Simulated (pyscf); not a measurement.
**Insertion: F–Ge:–F (SMILES [F][Ge][F]) [singlet] + H₂O (SMILES O) → HO–GeH(F)–F (SMILES [OH][GeH]([F])[F])**

Gas phase, singlet surface, charge 0. Bonds broken: O4–H5. Bonds formed: Ge2–O4, Ge2–H5. Optimised with ωB97X-D3(BJ)/def2-SVP in PySCF. Correlated levels are frozen-core, on RHF or UHF. ΔMP2 is the change of the MP2 total energy from the triple- to the quadruple-zeta basis.

Transition state (Å):

```xyz
6

F     -0.6124     1.9266    -0.0478
Ge     0.3798     0.5936    -0.5328
F      1.6139     0.6035     0.6898
O     -0.6024    -0.9977    -0.1260
H      0.1066    -0.7682    -1.3638
H     -0.2292    -1.6116     0.5303
```

One imaginary mode, 1501i cm⁻¹; descent along it reached the two sides named, in the forms told below.

```json
[
 {"bond": "O4–H5", "change": "breaks", "reactant side (Å)": "0.973", "saddle": "1.445", "product side": "2.7"},
 {"bond": "Ge2–O4", "change": "forms", "reactant side (Å)": "2.250", "saddle": "1.914", "product side": "1.744"},
 {"bond": "Ge2–H5", "change": "forms", "reactant side (Å)": "2.542", "saddle": "1.619", "product side": "1.514"}
]
```

Electronic energies relative to the separated reactants (kcal/mol):

```tsv
level	barrier	reaction energy	reverse barrier
ωB97X-D3(BJ)/def2-TZVP	39.8	-22.3	62.1
PBE/def2-TZVP	33.3	-14.4	47.7
r²SCAN/def2-TZVP	32.0	-22.4	54.5
B3LYP-D3(BJ)/def2-TZVP	40.2	-15.3	55.5
PBE0-D3(BJ)/def2-TZVP	36.5	-20.5	57.0
M06-2X/def2-TZVP	37.3	-26.0	63.2
ωB97M-D3(BJ)/def2-TZVP	42.4	-16.6	59.0
HF/def2-TZVP	56.9	-24.4	81.3
MP2/def2-QZVPP	38.8	-22.2	60.9
CCSD/def2-TZVPP	43.0	-23.2	66.2
CCSD(T)/def2-TZVPP	39.4	-23.1	62.5
CCSD(T)/def2-TZVPP + ΔMP2(QZVPP)	40.8	-20.2	61.0
```

With CCSD(T)/def2-TZVPP + ΔMP2(QZVPP) energies and thermal terms (ideal gas, 1 atm, RRHO with modes under 100 cm⁻¹ raised to 100, one conformer, R ln 2 for rigid chiral ones), in kcal/mol:

```
T (K)   ΔH‡   ΔG‡     ΔH     ΔG
-----  ----  ----  -----  -----
298    38.4  48.4  -20.5  -10.0
600    38.8  58.4  -19.8   +0.4
900    39.6  68.1  -18.7  +10.3
1200   40.5  77.5  -17.3  +19.8
```

On the reactant side the descent ends in an adduct with a Ge–O contact (not fully relaxed), 16.0 kcal/mol under the separated species and 55.7 kcal/mol under the saddle at ωB97X-D3(BJ)/def2-TZVP. What is counted as formed (Ge–O) is already present as a longer contact in the reactant adduct; forming that adduct is a step of its own. One saddle was located; it need not be the lowest between these sides. The CCSD(T) − MP2 part came from Ansatz, without density fitting, on the same reference. The frozen core leaves the outer d or s,p core shells of the metals and heavy elements correlated in the MP2 and CC values, and def2-TZVPP describes them poorly, which can shift differences by a few kcal/mol. Elements up to Kr have no core potential and no relativistic terms here.
